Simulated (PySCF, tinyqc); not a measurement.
RHF in the sto-3g basis, for LiH, spin multiplicity 1, step by step. The lowest restricted solution is unstable here: a spin-polarised one lies 0.0004 hartree lower (PySCF). Computed by tinyqc, a small Python program that keeps every step (integrals from PySCF). Settings: charge = 0, multiplicity = 1, basis = sto-3g, energy threshold = 1e-10, iteration cap = 65, orthogonalisation = symmetric, start = random, DIIS depth = 6, method = RHF. Command: `OMP_NUM_THREADS=1 python tinyqc.py 25964 25965 out.jsonl` (the two numbers bound the seeds that draw the settings). One thread of a shared host (Intel(R) Xeon(R) Processor @ 2.60GHz), about 0.06 s of CPU time with the checks. Later iterations appear only in the table of the cycle.

## One-electron integrals

Geometry (angstrom):
```
atom,x,y,z
Li,0.000000,0.000000,0.000000
H,0.000000,0.000000,2.078000
```

Basis sto-3g: exponents (1/bohr^2) and contraction coefficients of normalised primitives:
```
element,l (shell),exponent,coefficient
Li,s (1),16.119575,0.154329
Li,s (1),2.936201,0.535328
Li,s (1),0.794651,0.444635
Li,s (2),0.636290,-0.099967
Li,s (2),0.147860,0.399513
Li,s (2),0.048089,0.700115
Li,p (3),0.636290,0.155916
Li,p (3),0.147860,0.607684
Li,p (3),0.048089,0.391957
H,s (1),3.425251,0.154329
H,s (1),0.623914,0.535328
H,s (1),0.168855,0.444635
```

Overlap, kinetic and nuclear-attraction integrals over the contracted functions; the nuclear repulsion is the sum of Za Zb / Rab.

nuclear repulsion = 0.76397095 hartree

overlap S, lower triangle:
```
,1Li 1s,1Li 2s,1Li 2px,1Li 2py,1Li 2pz,2H 1s
1Li 1s,1.000000
1Li 2s,0.241137,1.000000
1Li 2px,0.000000,0.000000,1.000000
1Li 2py,0.000000,0.000000,0.000000,1.000000
1Li 2pz,0.000000,0.000000,0.000000,0.000000,1.000000
2H 1s,0.023128,0.281204,0.000000,0.000000,0.401918,1.000000
```

kinetic energy T (hartree), lower triangle:
```
,1Li 1s,1Li 2s,1Li 2px,1Li 2py,1Li 2pz,2H 1s
1Li 1s,3.576786
1Li 2s,-0.020237,0.102163
1Li 2px,0.000000,0.000000,0.319682
1Li 2py,0.000000,0.000000,0.000000,0.319682
1Li 2pz,0.000000,0.000000,0.000000,0.000000,0.319682
2H 1s,-0.008250,0.016215,0.000000,0.000000,0.063729,0.760032
```

nuclear attraction V (hartree), lower triangle:
```
,1Li 1s,1Li 2s,1Li 2px,1Li 2py,1Li 2pz,2H 1s
1Li 1s,-8.237538
1Li 2s,-1.025750,-1.449276
1Li 2px,0.000000,0.000000,-1.415412
1Li 2py,0.000000,0.000000,0.000000,-1.415412
1Li 2pz,-0.009549,-0.094544,0.000000,0.000000,-1.488206
2H 1s,-0.095009,-0.455042,0.000000,0.000000,-0.657570,-1.990396
```

core Hamiltonian H = T + V (hartree), lower triangle:
```
,1Li 1s,1Li 2s,1Li 2px,1Li 2py,1Li 2pz,2H 1s
1Li 1s,-4.660752
1Li 2s,-1.045988,-1.347113
1Li 2px,0.000000,0.000000,-1.095730
1Li 2py,0.000000,0.000000,0.000000,-1.095730
1Li 2pz,-0.009549,-0.094544,0.000000,0.000000,-1.168524
2H 1s,-0.103259,-0.438827,0.000000,0.000000,-0.593841,-1.230364
```

## Two-electron integrals

Functions are numbered as in S; the eight-fold symmetry (ij|kl) = (ji|kl) = (kl|ij) leaves the list below.

Two-electron integrals (ij|kl) in chemists' order, unique and non-zero (hartree):
```
i,j,k,l,(ij|kl)
1,1,1,1,1.680395
2,1,1,1,0.265420
2,1,2,1,0.049941
2,2,1,1,0.397727
2,2,2,1,0.092860
2,2,2,2,0.290562
3,1,3,1,0.008981
3,2,3,1,0.013788
3,2,3,2,0.064184
3,3,1,1,0.396640
3,3,2,1,0.092880
3,3,2,2,0.290497
3,3,3,3,0.312946
4,1,4,1,0.008981
4,2,4,1,0.013788
4,2,4,2,0.064184
4,3,4,3,0.016869
4,4,1,1,0.396640
4,4,2,1,0.092880
4,4,2,2,0.290497
4,4,3,3,0.279207
4,4,4,4,0.312946
5,1,5,1,0.008981
5,2,5,1,0.013788
5,2,5,2,0.064184
5,3,5,3,0.016869
5,4,5,4,0.016869
5,5,1,1,0.396640
5,5,2,1,0.092880
5,5,2,2,0.290497
5,5,3,3,0.279207
5,5,4,4,0.279207
5,5,5,5,0.312946
6,1,1,1,0.024321
6,1,2,1,0.004621
6,1,2,2,0.008829
6,1,3,3,0.008724
6,1,4,4,0.008724
6,1,5,1,0.000591
6,1,5,2,0.001152
6,1,5,5,0.009044
6,1,6,1,0.000473
6,2,1,1,0.088424
6,2,2,1,0.021044
6,2,2,2,0.073921
6,2,3,3,0.069673
6,2,4,4,0.069673
6,2,5,1,0.003278
6,2,5,2,0.023169
6,2,5,5,0.082350
6,2,6,1,0.002364
6,2,6,2,0.036164
6,3,3,1,0.001316
6,3,3,2,0.006971
6,3,5,3,0.003174
6,3,6,3,0.002006
6,4,4,1,0.001316
6,4,4,2,0.006971
6,4,5,4,0.003174
6,4,6,4,0.002006
6,5,1,1,0.119467
6,5,2,1,0.028626
6,5,2,2,0.103444
6,5,3,3,0.096322
6,5,4,4,0.096322
6,5,5,1,0.005040
6,5,5,2,0.035736
6,5,5,5,0.117592
6,5,6,1,0.003292
6,5,6,2,0.054433
6,5,6,5,0.082511
6,6,1,1,0.254551
6,6,2,1,0.061337
6,6,2,2,0.237941
6,6,3,3,0.217659
6,6,4,4,0.217659
6,6,5,1,0.009453
6,6,5,2,0.087126
6,6,5,5,0.278402
6,6,6,1,0.006986
6,6,6,2,0.151989
6,6,6,5,0.235387
6,6,6,6,0.774606
```

## Orthogonalisation

S = U s U^T; symmetric (Loewdin) form X = U s^(-1/2) U^T, so that X^T S X = 1.

eigenvalues of S: 0.493561  0.804170  1.000000  1.000000  1.182062  1.520207

X, lower triangle:
```
,1Li 1s,1Li 2s,1Li 2px,1Li 2py,1Li 2pz,2H 1s
1Li 1s,1.023448
1Li 2s,-0.129954,1.061070
1Li 2px,0.000000,0.000000,1.000000
1Li 2py,0.000000,0.000000,0.000000,1.000000
1Li 2pz,-0.006635,0.053227,0.000000,0.000000,1.073993
2H 1s,0.018198,-0.170990,0.000000,0.000000,-0.238702,1.110852
```

## Starting guess

The start is random orthonormal orbitals; D = 2 C_occ C_occ^T.

D at the start, lower triangle:
```
,1Li 1s,1Li 2s,1Li 2px,1Li 2py,1Li 2pz,2H 1s
1Li 1s,0.646769
1Li 2s,-0.072272,1.537617
1Li 2px,0.042183,-0.076063,0.006079
1Li 2py,0.346279,-0.811161,0.058618,0.575517
1Li 2pz,-0.926401,-0.021438,-0.054591,-0.432886,1.337142
2H 1s,0.142545,0.100662,0.003858,0.017437,-0.213700,0.040303
```

## Iteration 1: building the Fock matrix

J_ij = sum D_kl (ij|kl), K_ij = sum D_kl (ik|jl); F = H + J - 0.5 K; E = tr D H + tr D J / 2 - 0.25 tr D K + E_nn.

Coulomb J (hartree), lower triangle:
```
,1Li 1s,1Li 2s,1Li 2px,1Li 2py,1Li 2pz,2H 1s
1Li 1s,2.404996
1Li 2s,0.481235,1.230753
1Li 2px,-0.001330,-0.008547,1.209831
1Li 2py,-0.016103,-0.094335,0.001978,1.229043
1Li 2pz,-0.018177,-0.035068,-0.001817,-0.014494,1.250740
2H 1s,0.044146,0.302195,-0.001280,-0.013076,0.420694,0.962440
```

exchange K (hartree), lower triangle:
```
,1Li 1s,1Li 2s,1Li 2px,1Li 2py,1Li 2pz,2H 1s
1Li 1s,1.150117
1Li 2s,0.323970,0.601241
1Li 2px,0.009035,-0.022183,0.137177
1Li 2py,0.054107,-0.249430,0.017355,0.305774
1Li 2pz,-0.360821,-0.112170,-0.015779,-0.126432,0.492468
2H 1s,-0.022716,0.148576,-0.009990,-0.097935,0.127618,0.121838
```

Fock matrix F (hartree), lower triangle:
```
,1Li 1s,1Li 2s,1Li 2px,1Li 2py,1Li 2pz,2H 1s
1Li 1s,-2.830814
1Li 2s,-0.726738,-0.416980
1Li 2px,-0.005847,0.002544,0.045512
1Li 2py,-0.043157,0.030380,-0.006700,-0.019574
1Li 2pz,0.152685,-0.073527,0.006072,0.048722,-0.164019
2H 1s,-0.047755,-0.210921,0.003715,0.035892,-0.236956,-0.328842
```

total energy of this density = -4.23285873 hartree

## Iteration 1: diagonalisation and new density

Diagonalise F' = X^T F X, C = X C', fill 2 alpha and 2 beta electrons from the bottom; D = 2 C_occ C_occ^T. Each column has its largest component positive (the first on a tie).

F' = X^T F X (hartree), lower triangle:
```
,1,2,3,4,5,6
1,-2.781891
2,-0.357706,-0.258622
3,-0.006288,0.003148,0.045512
4,-0.047787,0.034300,-0.006700,-0.019574
5,0.162531,-0.043676,0.005809,0.045663,-0.092599
6,-0.000111,-0.130528,0.002136,0.022260,-0.167205,-0.227210
```

orbital energies (hartree): MO1 -2.841128, MO2 -0.439428, MO3 -0.117700, MO4 -0.023583, MO5 0.041114, MO6 0.046340

coefficients C:
```
,MO1,MO2,MO3,MO4,MO5,MO6
1Li 1s,0.994919,-0.110614,-0.244602,-0.051196,-0.012440,-0.001668
1Li 2s,0.012224,0.484716,0.932548,0.029234,0.259949,0.040689
1Li 2px,0.002154,-0.014433,-0.005301,0.095221,-0.119549,0.988129
1Li 2py,0.015990,-0.135501,-0.080362,0.880067,0.446433,-0.033241
1Li 2pz,-0.060639,0.341200,-0.256407,-0.424306,0.907522,0.154426
2H 1s,0.011640,0.575915,-0.516665,0.409177,-0.734378,-0.122665
```

D after iteration 1, lower triangle:
```
,1Li 1s,1Li 2s,1Li 2px,1Li 2py,1Li 2pz,2H 1s
1Li 1s,2.004199
1Li 2s,-0.082910,0.470198
1Li 2px,0.007480,-0.013939,0.000426
1Li 2py,0.061795,-0.130968,0.003980,0.037232
1Li 2pz,-0.196144,0.329288,-0.010110,-0.094405,0.240189
2H 1s,-0.104247,0.558595,-0.016574,-0.155701,0.391593,0.663627
```

## Iteration 2: building the Fock matrix

As before.

Coulomb J (hartree), lower triangle:
```
,1Li 1s,1Li 2s,1Li 2px,1Li 2py,1Li 2pz,2H 1s
1Li 1s,3.977258
1Li 2s,0.678815,1.318725
1Li 2px,-0.000294,-0.001814,1.289628
1Li 2py,-0.002912,-0.017279,0.000134,1.290870
1Li 2pz,0.019317,0.148313,-0.000446,-0.004173,1.368782
2H 1s,0.064913,0.428268,-0.000305,-0.002887,0.617715,1.607361
```

exchange K (hartree), lower triangle:
```
,1Li 1s,1Li 2s,1Li 2px,1Li 2py,1Li 2pz,2H 1s
1Li 1s,3.350682
1Li 2s,0.552623,0.359491
1Li 2px,0.001381,-0.005416,0.062037
1Li 2py,0.009532,-0.051794,0.001178,0.072934
1Li 2pz,-0.032617,0.245634,-0.004643,-0.043443,0.307421
2H 1s,0.057766,0.389010,-0.005640,-0.053013,0.451482,0.938757
```

Fock matrix F (hartree), lower triangle:
```
,1Li 1s,1Li 2s,1Li 2px,1Li 2py,1Li 2pz,2H 1s
1Li 1s,-2.358835
1Li 2s,-0.643485,-0.208133
1Li 2px,-0.000984,0.000894,0.162880
1Li 2py,-0.007677,0.008618,-0.000455,0.158673
1Li 2pz,0.026077,-0.069048,0.001875,0.017548,0.046547
2H 1s,-0.067229,-0.205065,0.002515,0.023619,-0.201867,-0.092382
```

total energy of this density = -7.80483490 hartree

## Iteration 2: DIIS over 2 matrices

error matrix X^T (FDS - SDF) X:
```
,1,2,3,4,5,6
1,0.000000,0.002272,-0.006809,-0.045912,0.163289,-0.114156
2,-0.002272,0.000000,0.002388,0.025342,0.023733,-0.006395
3,0.006809,-0.002388,0.000000,0.000000,-0.002756,-0.004717
4,0.045912,-0.025342,0.000000,0.000000,-0.025894,-0.044405
5,-0.163289,-0.023733,0.002756,0.025894,0.000000,0.012058
6,0.114156,0.006395,0.004717,0.044405,-0.012058,0.000000
```

B (overlaps of the stored error matrices):
```
,1,2
1,1.5282843e+01,9.3809979e-01
2,9.3809979e-01,9.1848226e-02
```

Minimise |sum c_i e_i|^2 with sum c_i = 1: solve [B -1; -1 0][c; lambda] = [0; -1] with B_ij = tr e_i^T e_j, and take F = sum c_i F_i.

DIIS coefficients: -0.062692  1.062692

extrapolated F (hartree), lower triangle:
```
,1Li 1s,1Li 2s,1Li 2px,1Li 2py,1Li 2pz,2H 1s
1Li 1s,-2.329245
1Li 2s,-0.638266,-0.195040
1Li 2px,-0.000679,0.000791,0.170238
1Li 2py,-0.005453,0.007254,-0.000063,0.169847
1Li 2pz,0.018140,-0.068767,0.001612,0.015594,0.059748
2H 1s,-0.068450,-0.204698,0.002439,0.022850,-0.199668,-0.077557
```

## Iteration 2: diagonalisation and new density

As before.

F' = X^T F X (hartree), lower triangle:
```
,1,2,3,4,5,6
1,-2.275192
2,-0.361813,-0.018152
3,-0.000764,0.000596,0.170238
4,-0.006211,0.005328,-0.000063,0.169847
5,0.017284,0.005748,0.001195,0.011715,0.163533
6,0.012054,-0.210138,0.002178,0.020321,-0.249398,0.080310
```

orbital energies (hartree): MO1 -2.332063, MO2 -0.235486, MO3 0.086519, MO4 0.170246, MO5 0.171602, MO6 0.429765

coefficients C:
```
,MO1,MO2,MO3,MO4,MO5,MO6
1Li 1s,0.991011,-0.148071,-0.219083,-0.000137,0.004227,0.112539
1Li 2s,0.034602,0.479932,0.805543,0.000197,-0.025004,-0.542007
1Li 2px,0.000261,-0.006085,0.007252,0.996172,0.086882,0.001760
1Li 2py,0.002088,-0.056872,0.075059,-0.087404,0.991588,0.015553
1Li 2pz,-0.007074,0.334756,-0.586919,0.001106,0.077329,-0.866459
2H 1s,0.001750,0.592687,-0.181172,0.000390,0.032568,0.967148
```

D after iteration 2, lower triangle:
```
,1Li 1s,1Li 2s,1Li 2px,1Li 2py,1Li 2pz,2H 1s
1Li 1s,2.008056
1Li 2s,-0.073546,0.463063
1Li 2px,0.002319,-0.005823,0.000074
1Li 2py,0.020980,-0.054444,0.000693,0.006477
1Li 2pz,-0.113157,0.320830,-0.004078,-0.038106,0.224223
2H 1s,-0.172052,0.569019,-0.007213,-0.067407,0.396786,0.702561
```

## Iteration 3: building the Fock matrix

As before.

Coulomb J (hartree), lower triangle:
```
,1Li 1s,1Li 2s,1Li 2px,1Li 2py,1Li 2pz,2H 1s
1Li 1s,3.976899
1Li 2s,0.678236,1.316933
1Li 2px,-0.000138,-0.000784,1.287414
1Li 2py,-0.001302,-0.007350,0.000023,1.287630
1Li 2pz,0.020983,0.153606,-0.000183,-0.001713,1.368848
2H 1s,0.064985,0.432062,-0.000130,-0.001216,0.624042,1.631497
```

exchange K (hartree), lower triangle:
```
,1Li 1s,1Li 2s,1Li 2px,1Li 2py,1Li 2pz,2H 1s
1Li 1s,3.358177
1Li 2s,0.550645,0.356665
1Li 2px,0.000247,-0.002371,0.061052
1Li 2py,0.002026,-0.022239,0.000205,0.062948
1Li 2pz,-0.007487,0.253376,-0.001925,-0.017989,0.306230
2H 1s,0.051863,0.394584,-0.002413,-0.022560,0.461205,0.971615
```

Fock matrix F (hartree), lower triangle:
```
,1Li 1s,1Li 2s,1Li 2px,1Li 2py,1Li 2pz,2H 1s
1Li 1s,-2.362942
1Li 2s,-0.643074,-0.208512
1Li 2px,-0.000262,0.000401,0.161158
1Li 2py,-0.002315,0.003769,-0.000079,0.160426
1Li 2pz,0.015178,-0.067626,0.000779,0.007281,0.047208
2H 1s,-0.064206,-0.204058,0.001077,0.010064,-0.200402,-0.084674
```

total energy of this density = -7.82072734 hartree

## Iteration 3: DIIS over 3 matrices

error matrix X^T (FDS - SDF) X:
```
,1,2,3,4,5,6
1,0.000000,-0.002176,-0.001089,-0.008685,0.012200,-0.005445
2,0.002176,0.000000,0.001303,0.012418,-0.000303,-0.005975
3,0.001089,-0.001303,0.000000,0.000000,-0.001169,-0.001854
4,0.008685,-0.012418,0.000000,0.000000,-0.010929,-0.017343
5,-0.012200,0.000303,0.001169,0.010929,0.000000,-0.001341
6,0.005445,0.005975,0.001854,0.017343,0.001341,0.000000
```

B (overlaps of the stored error matrices), lower triangle:
```
,1,2,3
1,1.5282843e+01
2,9.3809979e-01,9.1848226e-02
3,8.3497889e-02,8.8252655e-03,1.7567345e-03
```

As before.

DIIS coefficients: -0.000507  -0.087410  1.087917

extrapolated F (hartree), lower triangle:
```
,1Li 1s,1Li 2s,1Li 2px,1Li 2py,1Li 2pz,2H 1s
1Li 1s,-2.363064
1Li 2s,-0.642996,-0.208440
1Li 2px,-0.000196,0.000357,0.161066
1Li 2py,-0.001825,0.003332,-0.000043,0.160671
1Li 2pz,0.014155,-0.067499,0.000681,0.006363,0.047373
2H 1s,-0.063950,-0.203966,0.000950,0.008866,-0.200255,-0.083876
```

## Iteration 3: diagonalisation and new density

As before.

F' = X^T F X (hartree), lower triangle:
```
,1,2,3,4,5,6
1,-2.309366
2,-0.361667,-0.032581
3,-0.000234,0.000278,0.161066
4,-0.002182,0.002595,-0.000043,0.160671
5,0.011814,0.006138,0.000525,0.004906,0.149362
6,0.017849,-0.206765,0.000828,0.007727,-0.245482,0.071788
```

orbital energies (hartree): MO1 -2.365569, MO2 -0.240978, MO3 0.071574, MO4 0.160942, MO5 0.161071, MO6 0.413900

coefficients C:
```
,MO1,MO2,MO3,MO4,MO5,MO6
1Li 1s,0.991425,-0.148601,-0.215606,0.001150,-0.000004,0.114958
1Li 2s,0.033487,0.488502,0.800665,-0.007819,0.000020,-0.542169
1Li 2px,0.000074,-0.002464,0.002840,0.108035,0.994140,0.000456
1Li 2py,0.000688,-0.023012,0.026583,0.993509,-0.108102,0.004234
1Li 2pz,-0.004482,0.333387,-0.594567,0.027314,-0.000047,-0.864809
2H 1s,-0.001283,0.589042,-0.185727,0.014482,-0.000027,0.968950
```

D after iteration 3, lower triangle:
```
,1Li 1s,1Li 2s,1Li 2px,1Li 2py,1Li 2pz,2H 1s
1Li 1s,2.010011
1Li 2s,-0.078785,0.479511
1Li 2px,0.000879,-0.002403,0.000012
1Li 2py,0.008203,-0.022437,0.000114,0.001060
1Li 2pz,-0.107971,0.325420,-0.001644,-0.015350,0.222334
2H 1s,-0.177607,0.575410,-0.002903,-0.027112,0.392770,0.693944
```

## Iteration 9 (converged): orbitals

converged F (hartree), lower triangle:
```
,1Li 1s,1Li 2s,1Li 2px,1Li 2py,1Li 2pz,2H 1s
1Li 1s,-2.361356
1Li 2s,-0.642184,-0.211120
1Li 2px,0.000000,0.000000,0.161364
1Li 2py,0.000000,0.000000,0.000000,0.161364
1Li 2pz,0.014262,-0.068742,0.000000,0.000000,0.048857
2H 1s,-0.063864,-0.205822,0.000000,0.000000,-0.199592,-0.086132
```

As before.

F' = X^T F X (hartree), lower triangle:
```
,1,2,3,4,5,6
1,-2.307831
2,-0.360691,-0.035331
3,0.000000,0.000000,0.161364
4,0.000000,0.000000,0.000000,0.161364
5,0.012090,0.004894,0.000000,0.000000,0.150500
6,0.017932,-0.207698,0.000000,0.000000,-0.244349,0.069261
```

orbital energies (hartree): MO1 -2.363839, MO2 -0.243356, MO3 0.072098, MO4 0.161364, MO5 0.161364, MO6 0.411696

coefficients C:
```
,MO1,MO2,MO3,MO4,MO5,MO6
1Li 1s,0.991458,-0.150027,-0.214778,0.000000,0.000000,0.114374
1Li 2s,0.033358,0.493848,0.798741,0.000000,0.000000,-0.540224
1Li 2px,0.000000,0.000000,0.000000,-0.130564,0.991440,0.000000
1Li 2py,0.000000,0.000000,0.000000,0.991440,0.130564,0.000000
1Li 2pz,-0.004529,0.328539,-0.594820,0.000000,0.000000,-0.866919
2H 1s,-0.001227,0.588664,-0.193139,0.000000,0.000000,0.967838
```

D after iteration 9, lower triangle:
```
,1Li 1s,1Li 2s,1Li 2px,1Li 2py,1Li 2pz,2H 1s
1Li 1s,2.010996
1Li 2s,-0.082035,0.489998
1Li 2px,0.000000,0.000000,0.000000
1Li 2py,0.000000,0.000000,0.000000,0.000000
1Li 2pz,-0.107559,0.324195,0.000000,0.000000,0.215917
2H 1s,-0.179063,0.581340,0.000000,0.000000,0.386809,0.693053
```

Within a degenerate level the vectors are fixed only up to a rotation; this is one choice.

## Convergence

Stop when the energy changes by less than 1e-10 hartree and every element of the error matrix X^T (F D S - S D F) X is below 3e-06.

Course of the cycle:
```
iteration,E (hartree),change,largest element of the error matrix
1,-4.23285873,-,2.51e+00
2,-7.80483490,-3.57e+00,1.63e-01
3,-7.82072734,-1.59e-02,1.73e-02
4,-7.82203262,-1.31e-03,7.14e-03
5,-7.82228221,-2.50e-04,5.48e-04
6,-7.82228384,-1.63e-06,1.32e-04
7,-7.82228396,-1.20e-07,2.09e-05
8,-7.82228396,-1.17e-09,3.59e-06
9,-7.82228396,-3.72e-11,7.34e-08
```

PySCF RHF in the same basis = -7.82228396 hartree

Converged in 9 iterations.

## Populations, bond orders and dipole

Mulliken: Z minus the diagonal of D S on the atom; Loewdin: the same with S^(1/2) D S^(1/2); Mayer order: 2 sum_s sum (D(s) S)_ij (D(s) S)_ji over the two atoms.

Charges (e):
```
atom,Mulliken,Loewdin
1Li,0.007853,0.006095
2H,-0.007853,-0.006095
```

Mayer bond orders:
```
pair,order
2-1,0.999938
```

dipole moment about the origin, x y z (debye): 0.000000  0.000000  -5.037250
